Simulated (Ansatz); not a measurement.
`C1N[SiH2]1`. Total charge 0; spin multiplicity 1. The geometry is a stationary point of PBE0-D4/def2-TZVP.

```xyz
8

C    -0.914    0.125    0.193
N     0.163   -0.775    0.705
Si    0.683    0.084   -0.697
H    -1.805   -0.398   -0.144
H    -1.138    1.016    0.779
H     0.486   -0.589    1.643
H     1.576    1.258   -0.571
H     0.950   -0.721   -1.908
```

(1) What is the dipole moment at PBE/def2-TZVPP? (Estimate.)

(2) And with r2SCAN, B3LYP, ωB97M-V? (Best estimate.)

(3) Give the Mulliken charges with PBE, r2SCAN, ωB97M-V in def2-TZVPP. (Estimate.)

Results:

(1) Ansatz gave: 1.12 D, with components (0.30, 1.03, 0.32) D in this frame, pointing from negative to positive charge.

(2) Ansatz gave: r2SCAN 1.16 D, B3LYP 1.22 D, ωB97M-V 1.26 D.

(3) The calculation gave: 
```json
{"atom": "C1", "PBE": "-0.17", "r2SCAN": "-0.14", "ωB97M-V": "-0.25"}
{"atom": "N2", "PBE": "-0.32", "r2SCAN": "-0.39", "ωB97M-V": "-0.34"}
{"atom": "Si3", "PBE": "0.28", "r2SCAN": "0.40", "ωB97M-V": "0.32"}
{"atom": "H4", "PBE": "0.09", "r2SCAN": "0.07", "ωB97M-V": "0.11"}
{"atom": "H5", "PBE": "0.09", "r2SCAN": "0.07", "ωB97M-V": "0.11"}
{"atom": "H6", "PBE": "0.15", "r2SCAN": "0.14", "ωB97M-V": "0.11"}
{"atom": "H7", "PBE": "-0.07", "r2SCAN": "-0.08", "ωB97M-V": "-0.03"}
{"atom": "H8", "PBE": "-0.06", "r2SCAN": "-0.07", "ωB97M-V": "-0.03"}
```

B3LYP here is the variant with VWN-RPA as its local correlation; programs differ in this.
